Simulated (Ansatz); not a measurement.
We consider bcc Nb, described by PBEsol in Ansatz (plane waves, PAW).

Run with plane-wave cutoff 500 eV, 30×30×30 k mesh, Fermi–Dirac smearing 0.1 eV, no spin polarisation, scalar-relativistic PAW data made under PBE.

Computed at the level's own relaxed cell.

Task: Predict the volume per atom and equilibrium lattice constant a.

Result: 
- volume per atom = 17.53 Å³/atom
- equilibrium lattice constant a = 3.273 Å

Measured, for comparison: equilibrium volume per atom 17.87 Å³/atom, lattice constant a 3.294 Å (static lattice: zero-point anharmonic expansion removed; as tabulated in Mejia-Rodriguez and Trickey (2018), arXiv:1807.09216). Computed (rounded) less measured: equilibrium volume per atom -1.9 %, lattice constant a -0.6 %.

Ansatz is a program for electronic structure.
